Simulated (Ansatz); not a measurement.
Molecule: C₃H₈N (charge 0, doublet). SMILES: CN([CH2])C
Geometry from a B3LYP-D3(BJ)/def2-TZVP (Ansatz, an electronic-structure program) optimisation:
```xyz
12

N      0.0005     0.0551     0.2183
C      0.0018     1.4267     0.0776
C      1.2189    -0.6517    -0.1159
C     -1.2208    -0.6490    -0.1109
H      0.9345     1.9380     0.2649
H     -0.9291     1.9401     0.2687
H      1.3617    -0.7396    -1.2032
H      1.1929    -1.6551     0.3115
H      2.0748    -0.1202     0.2993
H     -1.3683    -0.7365    -1.1976
H     -2.0739    -0.1156     0.3078
H     -1.1953    -1.6525     0.3164
```
Charge 0, spin multiplicity 2.

Wanted: atomisation energy, in kcal/mol. Terms: frozen cores in correlated levels; atomisation electronic, to ground-state atoms; non-relativistic; no dispersion term unless named; no spin-orbit coupling; UHF or UKS for open shells. CBS(X,Y): correlation extrapolated as X^-3; Hartree-Fock from the larger set. [CCSD(T)-MP2]/basis is that difference in the basis named. First-principles rows: single points at B3LYP-D3(BJ) geometries (Ansatz).

```csv
species,coefficient,"E at B3LYP/STO-3G (Ansatz), Eh","E at B3LYP/def2-TZVPD (Ansatz), Eh"
[CH2]N(C)C,-1,-171.66007,-173.89132
C atom,+3,-37.35240,-37.85953
H atom,+8,-0.46753,-0.50215
N atom,+1,-53.88620,-54.60405
```

Coupled cluster (Ansatz) is a level with limits of its own, used here on species with T1 under 0.025 (0.045 for open shells) and stable references: RI-MP2/CBS(cc-pVTZ,cc-pVQZ)+[CCSD(T)-MP2]/cc-pVDZ. Value to compare with, RI-MP2/CBS(cc-pVTZ,cc-pVQZ)+[CCSD(T)-MP2]/cc-pVDZ (Ansatz): 1061.5 kcal/mol. 1 Eh = 627.5095 kcal/mol.

Problem. Compute it at each level from the table, and compare with RI-MP2/CBS(cc-pVTZ,cc-pVQZ)+[CCSD(T)-MP2]/cc-pVDZ (Ansatz).

Solution. 
- B3LYP/STO-3G: the sum of coefficient times E is 1.97643 Eh, or 1240.23 kcal/mol. Result: 1240.2 kcal/mol. Its difference against RI-MP2/CBS(cc-pVTZ,cc-pVQZ)+[CCSD(T)-MP2]/cc-pVDZ (Ansatz) is 178.7 kcal/mol.
- B3LYP/def2-TZVPD: the sum of coefficient times E is 1.69148 Eh, or 1061.42 kcal/mol. Result: 1061.4 kcal/mol. Its difference against RI-MP2/CBS(cc-pVTZ,cc-pVQZ)+[CCSD(T)-MP2]/cc-pVDZ (Ansatz) is -0.1 kcal/mol.
